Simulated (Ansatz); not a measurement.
C3H3ClOS, SMILES SC1=C(Cl)OC1, a single point in a Gaussian basis

Computed with Ansatz 0.2.0, Python API.

Run as a notebook:

In [1]:
```python
import ansatz as az
import numpy as np
import pandas as pd
```

In [2]:
```python
molecule = (
    az.Crystal.molecule()
    .atom("S", (-1.9084, -0.4091, -0.7931))
    .atom("C", (-0.406, -0.1238, -0.0966))
    .atom("C", (0.6781, 0.5687, -0.4517))
    .atom("Cl", (1.1737, 1.5953, -1.8461))
    .atom("O", (1.4028, 0.2307, 0.5822))
    .atom("C", (0.3169, -0.5399, 1.1362))
    .atom("H", (-1.7563, 0.3811, -1.9057))
    .atom("H", (0.6232, -1.5963, 1.2181))
    .atom("H", (-0.0354, -0.1529, 2.1398))
)
```

In [3]:
```python
calculation = (
    molecule.calculation()
    .basis(gaussian="cc-pVDZ")
    .correlation("MP2", electrons="valence")
    .forces()
)
rep = calculation.session().plan(threads=1).execute().report
```

In [4]:
```python
for key in ("converged", "free_energy_ev", "reference_energy_ev", "n_frozen", "n_occupied", "n_virtual"):
    print(f"{key:22s} {rep[key]}")
```
```text
converged              True
free_energy_ev         -28517.41161555861
reference_energy_ev    -28494.419919715143
n_frozen               14
n_occupied             [17, 17]
n_virtual              [76, 76]
```

In [5]:
```python
parts = rep["correlation"]
for name in ("random_phase", "coupled_cluster", "perturbative"):
    if name in parts:
        print(f"{name:16s} {parts[name]['energy']['hartree']:12.7f} Ha")
if "second_order" in parts:
    pair = parts["second_order"]
    print(f"MP2 same spin {pair['same_spin']['hartree']:.7f} Ha, opposite spin {pair['opposite_spin']['hartree']:.7f} Ha")
```
```text
MP2 same spin -0.2251316 Ha, opposite spin -0.6197976 Ha
```

In [6]:
```python
symbols = [site.symbol for site in molecule.cartesian_sites]
forces = np.array(rep["forces_ev_ang"])
print("largest force", round(float(np.linalg.norm(forces, axis=1).max()), 4), "eV/A, rms", round(float(np.sqrt((forces ** 2).mean())), 4))
```
```text
largest force 6.4218 eV/A, rms 1.6329
```

In [7]:
```python
charges = rep["charge_distribution"]
table = pd.DataFrame({"atom": symbols, "mulliken": charges["mulliken_charges_e"], "lowdin": charges["lowdin_charges_e"]})
print(table.round(3).to_string())
print("dipole (e A):", np.round(charges["dipole_moment_e_ang"], 4) + 0.0)
```
```text
  atom  mulliken  lowdin
0    S    -0.032   0.341
1    C    -0.320  -0.436
2    C     0.181  -0.455
3   Cl    -0.062   0.240
4    O    -0.247   0.269
5    C     0.207   0.008
6    H     0.102  -0.019
7    H     0.081   0.020
8    H     0.090   0.032
dipole (e A): [-0.1008 -0.1137  0.1386]
```

Caveats:
- The settings weren't tested for convergence.
- The geometry is a force-field or estimated start, not a minimum of this method, and the basis set is short of its limit.
- The Löwdin charges here are taken after orthogonalising the functions within each atom; they differ from plain Löwdin charges, and their signs can be unphysical.
- Wall time of the script: 6.8 s on 1 thread of Arm Neoverse V1 (shared host), peak memory 0.36 GiB.
